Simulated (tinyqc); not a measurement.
Worked calculation (part 1 of 2): CCD on RHF in the sto-6g basis, for NH3, spin multiplicity 1. Computed by tinyqc, a small Python program that keeps every step (integrals from PySCF). Settings: charge = 0, multiplicity = 1, basis = sto-6g, method = RHF, energy threshold = 1e-10, iteration cap = 59, orthogonalisation = canonical, start = Wolfsberg-Helmholz matrix, DIIS depth = 6, amplitude equations = CCD, DIIS depth for amplitudes = 6, cap on updates = 63. Command: `OMP_NUM_THREADS=1 python tinyqc.py 30465 30466 out.jsonl` (the two numbers bound the seeds that draw the settings). One thread of a shared host (Intel(R) Xeon(R) Processor @ 2.60GHz), about 0.2 s of CPU time with the checks. The early iterations of the SCF are left out here.

## One-electron integrals

Geometry (angstrom):

| atom | x | y | z |
|---|---|---|---|
| N | 0.000000 | 0.000000 | 0.400000 |
| H | 1.000000 | 0.000000 | 0.000000 |
| H | -0.500000 | 0.866000 | 0.000000 |
| H | -0.500000 | -0.866000 | 0.000000 |

Basis sto-6g: exponents (1/bohr^2) and contraction coefficients of normalised primitives:

| element | l (shell) | exponent | coefficient |
|---|---|---|---|
| N | s (1) | 1027.828458 | 0.009164 |
| N | s (1) | 188.451223 | 0.049361 |
| N | s (1) | 52.721861 | 0.168538 |
| N | s (1) | 18.111382 | 0.370563 |
| N | s (1) | 7.033180 | 0.416492 |
| N | s (1) | 2.896652 | 0.130334 |
| N | s (2) | 39.198808 | -0.013253 |
| N | s (2) | 7.758467 | -0.046992 |
| N | s (2) | 2.411326 | -0.033785 |
| N | s (2) | 0.927724 | 0.250242 |
| N | s (2) | 0.402911 | 0.595117 |
| N | s (2) | 0.184684 | 0.240706 |
| N | p (3) | 39.198808 | 0.003760 |
| N | p (3) | 7.758467 | 0.037679 |
| N | p (3) | 2.411326 | 0.173897 |
| N | p (3) | 0.927724 | 0.418036 |
| N | p (3) | 0.402911 | 0.425860 |
| N | p (3) | 0.184684 | 0.101708 |
| H | s (1) | 35.523221 | 0.009164 |
| H | s (1) | 6.513144 | 0.049361 |
| H | s (1) | 1.822143 | 0.168538 |
| H | s (1) | 0.625955 | 0.370563 |
| H | s (1) | 0.243077 | 0.416492 |
| H | s (1) | 0.100112 | 0.130334 |

Overlap, kinetic and nuclear-attraction integrals over the contracted functions; the nuclear repulsion is the sum of Za Zb / Rab.

nuclear repulsion = 11.23460854 hartree

overlap S:
```
           1N 1s     1N 2s     1N 2px     1N 2py     1N 2pz      2H 1s      3H 1s      4H 1s
1N 1s   1.000000  0.229416   0.000000   0.000000   0.000000   0.051913   0.051916   0.051916
1N 2s   0.229416  1.000000   0.000000   0.000000   0.000000   0.456381   0.456393   0.456393
1N 2px  0.000000  0.000000   1.000000   0.000000   0.000000   0.386528  -0.193271  -0.193271
1N 2py  0.000000  0.000000   0.000000   1.000000   0.000000   0.000000   0.334745  -0.334745
1N 2pz  0.000000  0.000000   0.000000   0.000000   1.000000  -0.154611  -0.154617  -0.154617
2H 1s   0.051913  0.456381   0.386528   0.000000  -0.154611   1.000000   0.182222   0.182222
3H 1s   0.051916  0.456393  -0.193271   0.334745  -0.154617   0.182222   1.000000   0.182232
4H 1s   0.051916  0.456393  -0.193271  -0.334745  -0.154617   0.182222   0.182232   1.000000
```

kinetic energy T (hartree):
```
            1N 1s      1N 2s     1N 2px     1N 2py     1N 2pz      2H 1s      3H 1s      4H 1s
1N 1s   22.236411  -0.678745   0.000000   0.000000   0.000000  -0.006341  -0.006341  -0.006341
1N 2s   -0.678745   0.632900   0.000000   0.000000   0.000000   0.097637   0.097644   0.097644
1N 2px   0.000000   0.000000   1.901294   0.000000   0.000000   0.223161  -0.111589  -0.111589
1N 2py   0.000000   0.000000   0.000000   1.901294   0.000000   0.000000   0.193271  -0.193271
1N 2pz   0.000000   0.000000   0.000000   0.000000   1.901294  -0.089264  -0.089271  -0.089271
2H 1s   -0.006341   0.097637   0.223161   0.000000  -0.089264   0.768522  -0.005694  -0.005694
3H 1s   -0.006341   0.097644  -0.111589   0.193271  -0.089271  -0.005694   0.768522  -0.005693
4H 1s   -0.006341   0.097644  -0.111589  -0.193271  -0.089271  -0.005694  -0.005693   0.768522
```

nuclear attraction V (hartree):
```
             1N 1s      1N 2s     1N 2px     1N 2py     1N 2pz      2H 1s      3H 1s      4H 1s
1N 1s   -48.147483  -4.985216   0.000001   0.000000   0.016492  -1.284512  -1.284573  -1.284573
1N 2s    -4.985216  -8.276343   0.000008   0.000000   0.183828  -3.089643  -3.089747  -3.089747
1N 2px    0.000001   0.000008  -8.309714   0.000000  -0.000003  -2.378665   1.189389   1.189389
1N 2py    0.000000   0.000000   0.000000  -8.309713   0.000000   0.000000  -2.060017   2.060017
1N 2pz    0.016492   0.183828  -0.000003   0.000000  -8.208682   1.002106   1.002151   1.002151
2H 1s    -1.284512  -3.089643  -2.378665   0.000000   1.002106  -5.211133  -1.041790  -1.041790
3H 1s    -1.284573  -3.089747   1.189389  -2.060017   1.002151  -1.041790  -5.211197  -1.041852
4H 1s    -1.284573  -3.089747   1.189389   2.060017   1.002151  -1.041790  -1.041852  -5.211197
```

core Hamiltonian H = T + V (hartree):
```
             1N 1s      1N 2s     1N 2px     1N 2py     1N 2pz      2H 1s      3H 1s      4H 1s
1N 1s   -25.911072  -5.663961   0.000001   0.000000   0.016492  -1.290853  -1.290914  -1.290914
1N 2s    -5.663961  -7.643443   0.000008   0.000000   0.183828  -2.992006  -2.992103  -2.992103
1N 2px    0.000001   0.000008  -6.408420   0.000000  -0.000003  -2.155504   1.077800   1.077800
1N 2py    0.000000   0.000000   0.000000  -6.408419   0.000000   0.000000  -1.866746   1.866746
1N 2pz    0.016492   0.183828  -0.000003   0.000000  -6.307388   0.912842   0.912880   0.912880
2H 1s    -1.290853  -2.992006  -2.155504   0.000000   0.912842  -4.442611  -1.047484  -1.047484
3H 1s    -1.290914  -2.992103   1.077800  -1.866746   0.912880  -1.047484  -4.442675  -1.047545
4H 1s    -1.290914  -2.992103   1.077800   1.866746   0.912880  -1.047484  -1.047545  -4.442675
```

## Two-electron integrals

Functions are numbered as in S; the eight-fold symmetry (ij|kl) = (ji|kl) = (kl|ij) leaves the list below.

Two-electron integrals (ij|kl) in chemists' order, unique and non-zero (hartree):
```
(11|11) 4.168742    (21|11) 0.583648    (21|21) 0.104114    (22|11) 0.968487
(22|21) 0.214450    (22|22) 0.708398    (31|31) 0.022075    (32|31) 0.033611
(32|32) 0.156576    (33|11) 0.968488    (33|21) 0.214450    (33|22) 0.708398
(33|33) 0.763241    (41|41) 0.022075    (42|41) 0.033611    (42|42) 0.156576
(43|43) 0.041133    (44|11) 0.968488    (44|21) 0.214450    (44|22) 0.708398
(44|33) 0.680975    (44|44) 0.763241    (51|51) 0.022075    (52|51) 0.033611
(52|52) 0.156576    (53|53) 0.041133    (54|54) 0.041133    (55|11) 0.968488
(55|21) 0.214450    (55|22) 0.708398    (55|33) 0.680975    (55|44) 0.680975
(55|55) 0.763241    (61|11) 0.140700    (61|21) 0.024062    (61|22) 0.048502
(61|31) 0.001252    (61|32) 0.002450    (61|33) 0.048715    (61|44) 0.048367
(61|51) -0.000501   (61|52) -0.000980   (61|53) -0.000139   (61|55) 0.048423
(61|61) 0.005690    (62|11) 0.336242    (62|21) 0.075452    (62|22) 0.274594
(62|31) 0.006282    (62|32) 0.045767    (62|33) 0.283289    (62|44) 0.269111
(62|51) -0.002513   (62|52) -0.018307   (62|53) -0.005671   (62|55) 0.271380
(62|61) 0.017678    (62|62) 0.135400    (63|11) 0.245391    (63|21) 0.055834
(63|22) 0.216068    (63|31) 0.012277    (63|32) 0.079440    (63|33) 0.234955
(63|44) 0.205766    (63|51) -0.001616   (63|52) -0.013446   (63|53) -0.007984
(63|55) 0.207483    (63|61) 0.013691    (63|62) 0.128019    (63|63) 0.137157
(64|41) 0.008236    (64|42) 0.045826    (64|43) 0.009229    (64|54) -0.003691
(64|64) 0.017963    (65|11) -0.098156   (65|21) -0.022333   (65|22) -0.086427
(65|31) -0.001616   (65|32) -0.013446   (65|33) -0.086599   (65|44) -0.082306
(65|51) 0.008883    (65|52) 0.051204    (65|53) 0.010946    (65|55) -0.090376
(65|61) -0.005476   (65|62) -0.051207   (65|63) -0.047678   (65|65) 0.037034
(66|11) 0.479638    (66|21) 0.109614    (66|22) 0.454147    (66|31) 0.011788
(66|32) 0.115629    (66|33) 0.487807    (66|44) 0.432926    (66|51) -0.004715
(66|52) -0.046252   (66|53) -0.021952   (66|55) 0.441707    (66|61) 0.026026
(66|62) 0.282130    (66|63) 0.299309    (66|65) -0.119724   (66|66) 0.774999
(71|11) 0.140706    (71|21) 0.024064    (71|22) 0.048504    (71|31) -0.000626
(71|32) -0.001225   (71|33) 0.048456    (71|41) 0.001085    (71|42) 0.002122
(71|43) -0.000151   (71|44) 0.048630    (71|51) -0.000501   (71|52) -0.000980
(71|53) 0.000070    (71|54) -0.000120   (71|55) 0.048425    (71|61) 0.005574
(71|62) 0.016891    (71|63) 0.012191    (71|64) 0.000517    (71|65) -0.005234
(71|66) 0.024445    (71|71) 0.005690    (72|11) 0.336253    (72|21) 0.075454
(72|22) 0.274602    (72|31) -0.003141   (72|32) -0.022885   (72|33) 0.272665
(72|41) 0.005441    (72|42) 0.039636    (72|43) -0.006139   (72|44) 0.279753
(72|51) -0.002513   (72|52) -0.018308   (72|53) 0.002836    (72|54) -0.004911
(72|55) 0.271389    (72|61) 0.016891    (72|62) 0.104398    (72|63) 0.075941
(72|64) 0.011599    (72|65) -0.038413   (72|66) 0.174582    (72|71) 0.017680
(72|72) 0.135408    (73|11) -0.122701   (73|21) -0.027918   (73|22) -0.108039
(73|31) 0.009247    (73|32) 0.054232    (73|33) -0.113458   (73|41) -0.001750
(73|42) -0.014556   (73|43) 0.010316    (73|44) -0.106912   (73|51) 0.000808
(73|52) 0.006723    (73|53) -0.004765   (73|54) 0.001859    (73|55) -0.103746
(73|61) -0.005648   (73|62) -0.027926   (73|63) -0.007835   (73|64) -0.002320
(73|65) 0.010039    (73|66) -0.035221   (73|71) -0.006846   (73|72) -0.064014
(73|73) 0.047765    (74|11) 0.212518    (74|21) 0.048354    (74|22) 0.187123
(74|31) -0.001750   (74|32) -0.014556   (74|33) 0.180525    (74|41) 0.011267
(74|42) 0.071038    (74|43) -0.008639   (74|44) 0.201156    (74|51) -0.001400
(74|52) -0.011645   (74|53) 0.001859    (74|54) -0.006911   (74|55) 0.179688
(74|61) 0.010816    (74|62) 0.071565    (74|63) 0.051660    (74|64) 0.020652
(74|65) -0.025797   (74|66) 0.120209    (74|71) 0.011857    (74|72) 0.110872
(74|73) -0.051615   (74|74) 0.107361    (75|11) -0.098161   (75|21) -0.022334
(75|22) -0.086431   (75|31) 0.000808    (75|32) 0.006723    (75|33) -0.083383
(75|41) -0.001400   (75|42) -0.011645   (75|43) 0.001859    (75|44) -0.085530
(75|51) 0.008883    (75|52) 0.051206    (75|53) -0.005473   (75|54) 0.009479
(75|55) -0.090380   (75|61) -0.005234   (75|62) -0.038413   (75|63) -0.027361
(75|64) -0.004204   (75|65) 0.027101    (75|66) -0.069198   (75|71) -0.005477
(75|72) -0.051211   (75|73) 0.023841    (75|74) -0.041292   (75|75) 0.037036
(76|11) 0.108494    (76|21) 0.024521    (76|22) 0.094819    (76|31) 0.000820
(76|32) 0.006739    (76|33) 0.094798    (76|41) 0.001421    (76|42) 0.011671
(76|43) 0.000414    (76|44) 0.095276    (76|51) -0.001313   (76|52) -0.010782
(76|53) -0.001257   (76|54) -0.002178   (76|55) 0.094383    (76|61) 0.005659
(76|62) 0.044535    (76|63) 0.038917    (76|64) 0.004491    (76|65) -0.018679
(76|66) 0.091260    (76|71) 0.005659    (76|72) 0.044536    (76|73) -0.015570
(76|74) 0.035949    (76|75) -0.018679   (76|76) 0.017865    (77|11) 0.479646
(77|21) 0.109616    (77|22) 0.454153    (77|31) -0.005894   (77|32) -0.057817
(77|33) 0.446653    (77|41) 0.010208    (77|42) 0.100138    (77|43) -0.023765
(77|44) 0.474093    (77|51) -0.004715   (77|52) -0.046253   (77|53) 0.010977
(77|54) -0.019012   (77|55) 0.441713    (77|61) 0.024444    (77|62) 0.174579
(77|63) 0.121714    (77|64) 0.029604    (77|65) -0.069196   (77|66) 0.302781
(77|71) 0.026028    (77|72) 0.282139    (77|73) -0.149661   (77|74) 0.259214
(77|75) -0.119729   (77|76) 0.091260    (77|77) 0.774999    (81|11) 0.140706
(81|21) 0.024064    (81|22) 0.048504    (81|31) -0.000626   (81|32) -0.001225
(81|33) 0.048456    (81|41) -0.001085   (81|42) -0.002122   (81|43) 0.000151
(81|44) 0.048630    (81|51) -0.000501   (81|52) -0.000980   (81|53) 0.000070
(81|54) 0.000120    (81|55) 0.048425    (81|61) 0.005574    (81|62) 0.016891
(81|63) 0.012191    (81|64) -0.000517   (81|65) -0.005234   (81|66) 0.024445
(81|71) 0.005574    (81|72) 0.016892    (81|73) -0.006543   (81|74) 0.010300
(81|75) -0.005235   (81|76) 0.005457    (81|77) 0.024445    (81|81) 0.005690
(82|11) 0.336253    (82|21) 0.075454    (82|22) 0.274602    (82|31) -0.003141
(82|32) -0.022885   (82|33) 0.272665    (82|41) -0.005441   (82|42) -0.039636
(82|43) 0.006139    (82|44) 0.279753    (82|51) -0.002513   (82|52) -0.018308
(82|53) 0.002836    (82|54) 0.004911    (82|55) 0.271389    (82|61) 0.016891
(82|62) 0.104398    (82|63) 0.075941    (82|64) -0.011599   (82|65) -0.038413
(82|66) 0.174582    (82|71) 0.016892    (82|72) 0.104402    (82|73) -0.048018
(82|74) 0.059969    (82|75) -0.038414   (82|76) 0.035668    (82|77) 0.174586
(82|81) 0.017680    (82|82) 0.135408    (83|11) -0.122701   (83|21) -0.027918
(83|22) -0.108039   (83|31) 0.009247    (83|32) 0.054232    (83|33) -0.113458
(83|41) 0.001750    (83|42) 0.014556    (83|43) -0.010316   (83|44) -0.106912
(83|51) 0.000808    (83|52) 0.006723    (83|53) -0.004765   (83|54) -0.001859
(83|55) -0.103746   (83|61) -0.005648   (83|62) -0.027926   (83|63) -0.007835
(83|64) 0.002320    (83|65) 0.010039    (83|66) -0.035221   (83|71) -0.006543
(83|72) -0.048018   (83|73) 0.034898    (83|74) -0.026991   (83|75) 0.017322
(83|76) -0.012308   (83|77) -0.086499   (83|81) -0.006846   (83|82) -0.064014
(83|83) 0.047765    (84|11) -0.212518   (84|21) -0.048354   (84|22) -0.187123
(84|31) 0.001750    (84|32) 0.014556    (84|33) -0.180525   (84|41) 0.011267
(84|42) 0.071038    (84|43) -0.008639   (84|44) -0.201156   (84|51) 0.001400
(84|52) 0.011645    (84|53) -0.001859   (84|54) -0.006911   (84|55) -0.179688
(84|61) -0.010816   (84|62) -0.071565   (84|63) -0.051660   (84|64) 0.020652
(84|65) 0.025797    (84|66) -0.120209   (84|71) -0.010300   (84|72) -0.059969
(84|73) 0.026991    (84|74) -0.022077   (84|75) 0.021593    (84|76) -0.021317
(84|77) -0.090606   (84|81) -0.011857   (84|82) -0.110872   (84|83) 0.051615
(84|84) 0.107361    (85|11) -0.098161   (85|21) -0.022334   (85|22) -0.086431
(85|31) 0.000808    (85|32) 0.006723    (85|33) -0.083383   (85|41) 0.001400
(85|42) 0.011645    (85|43) -0.001859   (85|44) -0.085530   (85|51) 0.008883
(85|52) 0.051206    (85|53) -0.005473   (85|54) -0.009479   (85|55) -0.090380
(85|61) -0.005234   (85|62) -0.038413   (85|63) -0.027361   (85|64) 0.004204
(85|65) 0.027101    (85|66) -0.069198   (85|71) -0.005235   (85|72) -0.038414
(85|73) 0.017322    (85|74) -0.021593   (85|75) 0.027102    (85|76) -0.014533
(85|77) -0.069199   (85|81) -0.005477   (85|82) -0.051211   (85|83) 0.023841
(85|84) 0.041292    (85|85) 0.037036    (86|11) 0.108494    (86|21) 0.024521
(86|22) 0.094819    (86|31) 0.000820    (86|32) 0.006739    (86|33) 0.094798
(86|41) -0.001421   (86|42) -0.011671   (86|43) -0.000414   (86|44) 0.095276
(86|51) -0.001313   (86|52) -0.010782   (86|53) -0.001257   (86|54) 0.002178
(86|55) 0.094383    (86|61) 0.005659    (86|62) 0.044535    (86|63) 0.038917
(86|64) -0.004491   (86|65) -0.018679   (86|66) 0.091260    (86|71) 0.005457
(86|72) 0.035668    (86|73) -0.012308   (86|74) 0.021317    (86|75) -0.014533
(86|76) 0.014626    (86|77) 0.060484    (86|81) 0.005659    (86|82) 0.044536
(86|83) -0.015570   (86|84) -0.035949   (86|85) -0.018679   (86|86) 0.017865
(87|11) 0.108500    (87|21) 0.024522    (87|22) 0.094824    (87|31) -0.001641
(87|32) -0.013478   (87|33) 0.095520    (87|44) 0.094565    (87|51) -0.001313
(87|52) -0.010782   (87|53) 0.002515    (87|55) 0.094388    (87|61) 0.005457
(87|62) 0.035668    (87|63) 0.024615    (87|65) -0.014533   (87|66) 0.060487
(87|71) 0.005659    (87|72) 0.044539    (87|73) -0.023351   (87|74) 0.031460
(87|75) -0.018681   (87|76) 0.014626    (87|77) 0.091266    (87|81) 0.005659
(87|82) 0.044539    (87|83) -0.023351   (87|84) -0.031460   (87|85) -0.018681
(87|86) 0.014626    (87|87) 0.017867    (88|11) 0.479646    (88|21) 0.109616
(88|22) 0.454153    (88|31) -0.005894   (88|32) -0.057817   (88|33) 0.446653
(88|41) -0.010208   (88|42) -0.100138   (88|43) 0.023765    (88|44) 0.474093
(88|51) -0.004715   (88|52) -0.046253   (88|53) 0.010977    (88|54) 0.019012
(88|55) 0.441713    (88|61) 0.024444    (88|62) 0.174579    (88|63) 0.121714
(88|64) -0.029604   (88|65) -0.069196   (88|66) 0.302781    (88|71) 0.024445
(88|72) 0.174586    (88|73) -0.086499   (88|74) 0.090606    (88|75) -0.069199
(88|76) 0.060484    (88|77) 0.302788    (88|81) 0.026028    (88|82) 0.282139
(88|83) -0.149661   (88|84) -0.259214   (88|85) -0.119729   (88|86) 0.091260
(88|87) 0.091266    (88|88) 0.774999
```

## Orthogonalisation

S = U s U^T; canonical form X = U s^(-1/2), so that X^T S X = 1. Each column of U has its largest component positive (the first on a tie).

eigenvalues of S: 0.308619  0.426793  0.426800  0.917703  1.061625  1.390974  1.390982  2.076504

X:
```
                1          2          3          4          5          6          7          8
1N 1s   -0.303743   0.000000  -0.000022   0.763217   0.614402   0.000000   0.000005   0.132056
1N 2s    1.340291   0.000000   0.000068  -0.194919   0.227962   0.000000   0.000010   0.413804
1N 2px  -0.000070   0.000000   0.974736   0.000003  -0.000003   0.000000   0.653752  -0.000008
1N 2py   0.000000   0.974734   0.000000   0.000000   0.000000   0.653758   0.000000   0.000000
1N 2pz  -0.419917   0.000000  -0.000017  -0.654751   0.697655   0.000000   0.000000  -0.130654
2H 1s   -0.625837   0.000000  -0.963676  -0.116171  -0.092691   0.000000   0.440857   0.303218
3H 1s   -0.625939  -0.834550   0.481788  -0.116166  -0.092687   0.381786  -0.220420   0.303229
4H 1s   -0.625939   0.834550   0.481788  -0.116166  -0.092687  -0.381786  -0.220420   0.303229
```

Within a degenerate level the vectors are fixed only up to a rotation; this is one choice.
